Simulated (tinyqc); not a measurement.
Inside a calculation (part 3 of 3). Method: UKS/BLYP in the sto-6g basis, for H2O, spin multiplicity 3. Computed by tinyqc, a small Python program that keeps every step (integrals from PySCF). Command: `OMP_NUM_THREADS=1 python tinyqc.py 28602 28603 out.jsonl` (the two numbers bound the seeds that draw the settings). One thread of a shared host (Intel(R) Xeon(R) Processor @ 2.60GHz), about 3 s of CPU time with the checks.

Geometry (angstrom):
```
atom         x          y         z
O     0.000000   0.000000  0.000000
H     0.000000   0.733000  0.546000
H     0.000000  -0.733000  0.546000
```

## Iteration 2: diagonalisation and new density

extrapolated F(alpha) (hartree):
```
             1O 1s      1O 2s     1O 2px     1O 2py     1O 2pz      2H 1s      3H 1s
1O 1s   -18.861567  -4.619750   0.000000   0.000000  -0.011959  -1.221545  -1.221545
1O 2s    -4.619750  -1.989235   0.000000   0.000000  -0.129855  -0.846587  -0.846587
1O 2px    0.000000   0.000000  -0.281342   0.000000   0.000000   0.000000   0.000000
1O 2py    0.000000   0.000000   0.000000  -0.341469   0.000000  -0.264591   0.264591
1O 2pz   -0.011959  -0.129855   0.000000   0.000000  -0.277574  -0.233853  -0.233853
2H 1s    -1.221545  -0.846587   0.000000  -0.264591  -0.233853  -0.476577  -0.342799
3H 1s    -1.221545  -0.846587   0.000000   0.264591  -0.233853  -0.342799  -0.476577
```

extrapolated F(beta) (hartree):
```
             1O 1s      1O 2s     1O 2px     1O 2py     1O 2pz      2H 1s      3H 1s
1O 1s   -18.830647  -4.602094   0.000000   0.000000  -0.006632  -1.217003  -1.217003
1O 2s    -4.602094  -1.900297   0.000000   0.000000  -0.104435  -0.812615  -0.812615
1O 2px    0.000000   0.000000  -0.123324   0.000000   0.000000   0.000000   0.000000
1O 2py    0.000000   0.000000   0.000000  -0.296254   0.000000  -0.249770   0.249770
1O 2pz   -0.006632  -0.104435   0.000000   0.000000  -0.214100  -0.215323  -0.215323
2H 1s    -1.217003  -0.812615   0.000000  -0.249770  -0.215323  -0.409772  -0.328456
3H 1s    -1.217003  -0.812615   0.000000   0.249770  -0.215323  -0.328456  -0.409772
```

X:
```
            1O 1s      1O 2s    1O 2px     1O 2py     1O 2pz      2H 1s      3H 1s
1O 1s    1.022995  -0.140960  0.000000   0.000000  -0.010056   0.020776   0.020776
1O 2s   -0.140960   1.287166  0.000000   0.000000   0.125930  -0.327332  -0.327332
1O 2px   0.000000   0.000000  1.000000   0.000000   0.000000   0.000000   0.000000
1O 2py   0.000000   0.000000  0.000000   1.132442   0.000000  -0.255190   0.255190
1O 2pz  -0.010056   0.125930  0.000000   0.000000   1.059552  -0.155248  -0.155248
2H 1s    0.020776  -0.327332  0.000000  -0.255190  -0.155248   1.244859  -0.098249
3H 1s    0.020776  -0.327332  0.000000   0.255190  -0.155248  -0.098249   1.244859
```

D(alpha) after iteration 1:
```
            1O 1s      1O 2s    1O 2px     1O 2py     1O 2pz      2H 1s      3H 1s
1O 1s    1.132022  -0.324247  0.000000   0.000000  -0.028751   0.062448   0.062448
1O 2s   -0.324247   1.709799  0.000000   0.000000   0.262053  -0.567797  -0.567797
1O 2px   0.000000   0.000000  0.935442   0.000000   0.000000   0.000000   0.000000
1O 2py   0.000000   0.000000  0.000000   0.567104   0.000000   0.191415  -0.191415
1O 2pz  -0.028751   0.262053  0.000000   0.000000   1.052708  -0.259154  -0.259154
2H 1s    0.062448  -0.567797  0.000000   0.191415  -0.259154   0.812732   0.486291
3H 1s    0.062448  -0.567797  0.000000  -0.191415  -0.259154   0.486291   0.812732
```

D(beta) after iteration 1:
```
            1O 1s      1O 2s    1O 2px     1O 2py     1O 2pz      2H 1s      3H 1s
1O 1s    0.991701  -0.205543  0.000000   0.000000   0.033103  -0.014809  -0.014809
1O 2s   -0.205543   0.910368  0.000000   0.000000  -0.202543   0.015021   0.015021
1O 2px   0.000000   0.000000  0.156961   0.000000   0.000000   0.000000   0.000000
1O 2py   0.000000   0.000000  0.000000   0.479057   0.000000   0.188858  -0.188858
1O 2pz   0.033103  -0.202543  0.000000   0.000000   0.650846   0.145321   0.145321
2H 1s   -0.014809   0.015021  0.000000   0.188858   0.145321   0.254869  -0.034404
3H 1s   -0.014809   0.015021  0.000000  -0.188858   0.145321  -0.034404   0.254869
```

overlap S:
```
           1O 1s     1O 2s    1O 2px     1O 2py    1O 2pz     2H 1s      3H 1s
1O 1s   1.000000  0.231145  0.000000   0.000000  0.000000  0.061188   0.061188
1O 2s   0.231145  1.000000  0.000000   0.000000  0.000000  0.505481   0.505481
1O 2px  0.000000  0.000000  1.000000   0.000000  0.000000  0.000000   0.000000
1O 2py  0.000000  0.000000  0.000000   1.000000  0.000000  0.326616  -0.326616
1O 2pz  0.000000  0.000000  0.000000   0.000000  1.000000  0.243291   0.243291
2H 1s   0.061188  0.505481  0.000000   0.326616  0.243291  1.000000   0.269630
3H 1s   0.061188  0.505481  0.000000  -0.326616  0.243291  0.269630   1.000000
```

Diagonalise F' = X^T F X, C = X C', fill 6 alpha and 4 beta electrons from the bottom; D(s) = C_occ C_occ^T; the new density keeps 0.3 of the old one (damping). Each column has its largest component positive (the first on a tie).

F' = X^T F X (alpha) (hartree):
```
            1          2          3          4          5          6          7
1  -18.540755  -2.381121   0.000000   0.000000  -0.021500  -0.234847  -0.234847
2   -2.381121  -0.975907   0.000000   0.000000   0.012947  -0.373736  -0.373736
3    0.000000   0.000000  -0.281342   0.000000   0.000000   0.000000   0.000000
4    0.000000   0.000000   0.000000  -0.149479   0.000000  -0.292369   0.292369
5   -0.021500   0.012947   0.000000   0.000000  -0.194822  -0.184244  -0.184244
6   -0.234847  -0.373736   0.000000  -0.292369  -0.184244  -0.017863  -0.094812
7   -0.234847  -0.373736   0.000000   0.292369  -0.184244  -0.094812  -0.017863
```

orbital energies (alpha) (hartree): MO1 -18.866348, MO2 -0.954880, MO3 -0.464957, MO4 -0.290938, MO5 -0.281342, MO6 0.288007, MO7 0.392427

coefficients C (alpha):
```
              MO1        MO2        MO3        MO4       MO5        MO6        MO7
1O 1s    0.995670  -0.228181   0.000000   0.091419  0.000000  -0.124781   0.000000
1O 2s    0.021197   0.862717   0.000000  -0.495443  0.000000   0.957404   0.000000
1O 2px   0.000000   0.000000   0.000000   0.000000  1.000000   0.000000   0.000000
1O 2py   0.000000   0.000000   0.681391   0.000000  0.000000   0.000000   0.973846
1O 2pz   0.003472   0.161938   0.000000   0.822389  0.000000   0.695883   0.000000
2H 1s   -0.005726   0.124191   0.373215   0.227607  0.000000  -0.849574  -0.909836
3H 1s   -0.005726   0.124191  -0.373215   0.227607  0.000000  -0.849574   0.909836
```

F' = X^T F X (beta) (hartree):
```
            1          2          3          4          5          6          7
1  -18.511709  -2.377285   0.000000   0.000000  -0.019256  -0.235179  -0.235179
2   -2.377285  -0.867372   0.000000   0.000000   0.048123  -0.386524  -0.386524
3    0.000000   0.000000  -0.123324   0.000000   0.000000   0.000000   0.000000
4    0.000000   0.000000   0.000000  -0.101793   0.000000  -0.298945   0.298945
5   -0.019256   0.048123   0.000000   0.000000  -0.126432  -0.190204  -0.190204
6   -0.235179  -0.386524   0.000000  -0.298945  -0.190204   0.057084  -0.100073
7   -0.235179  -0.386524   0.000000   0.298945  -0.190204  -0.100073   0.057084
```

orbital energies (beta) (hartree): MO1 -18.834997, MO2 -0.868644, MO3 -0.414471, MO4 -0.240024, MO5 -0.123324, MO6 0.395163, MO7 0.469835

coefficients C (beta):
```
              MO1        MO2        MO3        MO4       MO5        MO6        MO7
1O 1s    0.995882  -0.225002   0.000000   0.088730  0.000000  -0.130667   0.000000
1O 2s    0.020139   0.841295   0.000000  -0.484308  0.000000   0.981876   0.000000
1O 2px   0.000000   0.000000   0.000000   0.000000  1.000000   0.000000   0.000000
1O 2py   0.000000   0.000000   0.695884   0.000000  0.000000   0.000000   0.963543
1O 2pz   0.002980   0.133721   0.000000   0.825334  0.000000   0.698389   0.000000
2H 1s   -0.005356   0.145120   0.359562   0.227451  0.000000  -0.846295  -0.915318
3H 1s   -0.005356   0.145120  -0.359562   0.227451  0.000000  -0.846295   0.915318
```

D(alpha) after iteration 2:
```
            1O 1s      1O 2s    1O 2px     1O 2py     1O 2pz      2H 1s      3H 1s
1O 1s    1.086754  -0.335630  0.000000   0.000000  -0.040226   0.083679   0.083679
1O 2s   -0.335630   1.847712  0.000000   0.000000   0.357618  -0.743731  -0.743731
1O 2px   0.000000   0.000000  0.980632   0.000000   0.000000   0.000000   0.000000
1O 2py   0.000000   0.000000  0.000000   0.495137   0.000000   0.235438  -0.235438
1O 2pz  -0.040226   0.357618  0.000000   0.000000   1.146582  -0.346498  -0.346498
2H 1s    0.083679  -0.743731  0.000000   0.235438  -0.346498   0.893648   0.600711
3H 1s    0.083679  -0.743731  0.000000  -0.235438  -0.346498   0.600711   0.893648
```

D(beta) after iteration 2:
```
            1O 1s      1O 2s    1O 2px     1O 2py     1O 2pz      2H 1s      3H 1s
1O 1s    1.032705  -0.210210  0.000000   0.000000   0.042210  -0.016906  -0.016906
1O 2s   -0.210210   0.933027  0.000000   0.000000  -0.261773   0.012784   0.012784
1O 2px   0.000000   0.000000  0.047088   0.000000   0.000000   0.000000   0.000000
1O 2py   0.000000   0.000000  0.000000   0.482695   0.000000   0.231807  -0.231807
1O 2pz   0.042210  -0.261773  0.000000   0.000000   0.684600   0.188575   0.188575
2H 1s   -0.016906   0.012784  0.000000   0.231807   0.188575   0.217935  -0.049845
3H 1s   -0.016906   0.012784  0.000000  -0.231807   0.188575  -0.049845   0.217935
```

## Iteration 18 (converged): orbitals

converged F(alpha) (hartree):
```
             1O 1s      1O 2s     1O 2px     1O 2py     1O 2pz      2H 1s      3H 1s
1O 1s   -18.881593  -4.624133   0.000000   0.000000  -0.011935  -1.222694  -1.222694
1O 2s    -4.624133  -1.999505   0.000000   0.000000  -0.128473  -0.849652  -0.849652
1O 2px    0.000000   0.000000  -0.292532   0.000000   0.000000   0.000000   0.000000
1O 2py    0.000000   0.000000   0.000000  -0.350289   0.000000  -0.265886   0.265886
1O 2pz   -0.011935  -0.128473   0.000000   0.000000  -0.288375  -0.234342  -0.234342
2H 1s    -1.222694  -0.849652   0.000000  -0.265886  -0.234342  -0.477156  -0.343537
3H 1s    -1.222694  -0.849652   0.000000   0.265886  -0.234342  -0.343537  -0.477156
```

converged F(beta) (hartree):
```
             1O 1s      1O 2s     1O 2px     1O 2py     1O 2pz      2H 1s      3H 1s
1O 1s   -18.853437  -4.606729   0.000000   0.000000  -0.006505  -1.218238  -1.218238
1O 2s    -4.606729  -1.910509   0.000000   0.000000  -0.102328  -0.815564  -0.815564
1O 2px    0.000000   0.000000  -0.130865   0.000000   0.000000   0.000000   0.000000
1O 2py    0.000000   0.000000   0.000000  -0.309569   0.000000  -0.251314   0.251314
1O 2pz   -0.006505  -0.102328   0.000000   0.000000  -0.223880  -0.215307  -0.215307
2H 1s    -1.218238  -0.815564   0.000000  -0.251314  -0.215307  -0.408865  -0.329046
3H 1s    -1.218238  -0.815564   0.000000   0.251314  -0.215307  -0.329046  -0.408865
```

Diagonalise F' = X^T F X, C = X C', fill 6 alpha and 4 beta electrons from the bottom; D(s) = C_occ C_occ^T. Each column has its largest component positive (the first on a tie).

F' = X^T F X (alpha) (hartree):
```
            1          2          3          4          5          6          7
1  -18.560712  -2.381912   0.000000   0.000000  -0.021548  -0.235085  -0.235085
2   -2.381912  -0.986702   0.000000   0.000000   0.013494  -0.374396  -0.374396
3    0.000000   0.000000  -0.292532   0.000000   0.000000   0.000000   0.000000
4    0.000000   0.000000   0.000000  -0.159272   0.000000  -0.292013   0.292013
5   -0.021548   0.013494   0.000000   0.000000  -0.206242  -0.183689  -0.183689
6   -0.235085  -0.374396   0.000000  -0.292013  -0.183689  -0.017021  -0.094883
7   -0.235085  -0.374396   0.000000   0.292013  -0.183689  -0.094883  -0.017021
```

orbital energies (alpha) (hartree): MO1 -18.886362, MO2 -0.963025, MO3 -0.470358, MO4 -0.300887, MO5 -0.292532, MO6 0.284714, MO7 0.388948

coefficients C (alpha):
```
              MO1        MO2        MO3        MO4       MO5        MO6        MO7
1O 1s    0.995677  -0.228905   0.000000   0.089771  0.000000  -0.124599   0.000000
1O 2s    0.021166   0.867681   0.000000  -0.486101  0.000000   0.957708   0.000000
1O 2px   0.000000   0.000000   0.000000   0.000000  1.000000   0.000000   0.000000
1O 2py   0.000000   0.000000   0.687381   0.000000  0.000000   0.000000   0.969627
1O 2pz   0.003466   0.161199   0.000000   0.827445  0.000000   0.690037   0.000000
2H 1s   -0.005718   0.120556   0.367599   0.222579  0.000000  -0.851428  -0.912120
3H 1s   -0.005718   0.120556  -0.367599   0.222579  0.000000  -0.851428   0.912120
```

F' = X^T F X (beta) (hartree):
```
            1          2          3          4          5          6          7
1  -18.534494  -2.377975   0.000000   0.000000  -0.019272  -0.235478  -0.235478
2   -2.377975  -0.877732   0.000000   0.000000   0.049540  -0.387689  -0.387689
3    0.000000   0.000000  -0.130865   0.000000   0.000000   0.000000   0.000000
4    0.000000   0.000000   0.000000  -0.116889   0.000000  -0.298159   0.298159
5   -0.019272   0.049540   0.000000   0.000000  -0.136778  -0.189706  -0.189706
6   -0.235478  -0.387689   0.000000  -0.298159  -0.189706   0.059919  -0.100320
7   -0.235478  -0.387689   0.000000   0.298159  -0.189706  -0.100320   0.059919
```

orbital energies (beta) (hartree): MO1 -18.857762, MO2 -0.876276, MO3 -0.422169, MO4 -0.249289, MO5 -0.130865, MO6 0.393922, MO7 0.465519

coefficients C (beta):
```
              MO1        MO2        MO3        MO4       MO5        MO6        MO7
1O 1s    0.995896  -0.225858   0.000000   0.086724  0.000000  -0.130430   0.000000
1O 2s    0.020071   0.847074   0.000000  -0.473873  0.000000   0.982000   0.000000
1O 2px   0.000000   0.000000   0.000000   0.000000  1.000000   0.000000   0.000000
1O 2py   0.000000   0.000000   0.705636   0.000000  0.000000   0.000000   0.956424
1O 2pz   0.002962   0.131527   0.000000   0.830220  0.000000   0.692994   0.000000
2H 1s   -0.005335   0.141147   0.350245   0.223142  0.000000  -0.848112  -0.918923
3H 1s   -0.005335   0.141147  -0.350245   0.223142  0.000000  -0.848112   0.918923
```

D(alpha) after iteration 18:
```
            1O 1s      1O 2s    1O 2px     1O 2py     1O 2pz      2H 1s      3H 1s
1O 1s    1.067353  -0.340509  0.000000   0.000000  -0.045144   0.092779   0.092779
1O 2s   -0.340509   1.906817  0.000000   0.000000   0.398574  -0.819131  -0.819131
1O 2px   0.000000   0.000000  1.000000   0.000000   0.000000   0.000000   0.000000
1O 2py   0.000000   0.000000  0.000000   0.472493   0.000000   0.252681  -0.252681
1O 2pz  -0.045144   0.398574  0.000000   0.000000   1.186814  -0.383931  -0.383931
2H 1s    0.092779  -0.819131  0.000000   0.252681  -0.383931   0.924166   0.653908
3H 1s    0.092779  -0.819131  0.000000  -0.252681  -0.383931   0.653908   0.924166
```

D(beta) after iteration 18:
```
            1O 1s      1O 2s    1O 2px     1O 2py     1O 2pz      2H 1s      3H 1s
1O 1s    1.050341  -0.212426  0.000000   0.000000   0.045243  -0.017841  -0.017841
1O 2s   -0.212426   0.942493  0.000000   0.000000  -0.281946   0.013714   0.013714
1O 2px   0.000000   0.000000  0.000000   0.000000   0.000000   0.000000   0.000000
1O 2py   0.000000   0.000000  0.000000   0.497922   0.000000   0.247146  -0.247146
1O 2pz   0.045243  -0.281946  0.000000   0.000000   0.706573   0.203806   0.203806
2H 1s   -0.017841   0.013714  0.000000   0.247146   0.203806   0.192415  -0.052928
3H 1s   -0.017841   0.013714  0.000000  -0.247146   0.203806  -0.052928   0.192415
```

## Convergence

Stop when the energy changes by less than 1e-08 hartree and every element of the error matrix X^T (F D S - S D F) X (for each spin) is below 3e-05.

Course of the cycle:
```
iteration   E (hartree)    change  largest element of the error matrix
1          -76.76900764         -                             8.27e-01
2          -75.91820373  8.51e-01                             2.49e-01
3          -75.67332005  2.45e-01                             7.49e-02
4          -75.60101041  7.23e-02                             2.25e-02
5          -75.57940559  2.16e-02                             6.74e-03
6          -75.57293309  6.47e-03                             2.02e-03
7          -75.57099217  1.94e-03                             6.07e-04
8          -75.57040996  5.82e-04                             1.82e-04
9          -75.57023531  1.75e-04                             5.46e-05
10         -75.57018291  5.24e-05                             1.64e-05
11         -75.57016719  1.57e-05                             4.92e-06
12         -75.57016248  4.72e-06                             1.47e-06
13         -75.57016106  1.41e-06                             4.42e-07
14         -75.57016064  4.24e-07                             1.33e-07
15         -75.57016051  1.27e-07                             3.98e-08
16         -75.57016047  3.82e-08                             1.19e-08
17         -75.57016046  1.15e-08                             3.58e-09
18         -75.57016046  3.44e-09                             1.08e-09
```

PySCF UKS in the same basis, fine grid, after a stability check = -75.56997615 hartree

Converged in 18 iterations. The coarse grid moves the energy by -1.84e-04 hartree.

## Populations, bond orders and dipole

Mulliken: Z minus the diagonal of D S on the atom; Loewdin: the same with S^(1/2) D S^(1/2); Mayer order: 2 sum_s sum (D(s) S)_ij (D(s) S)_ji over the two atoms.

Charges (e):
```
atom   Mulliken    Loewdin  Mulliken spin
1O    -0.008971   0.087838       1.266133
2H     0.004486  -0.043919       0.366933
3H     0.004486  -0.043919       0.366933
```

Mayer bond orders:
```
pair     order
2-1   0.660715
3-1   0.660715
3-2   0.204625
```

dipole moment about the origin, x y z (debye): 0.000000  0.000000  0.048213

<S^2> of the determinant (pure state: 2) = 2.000359
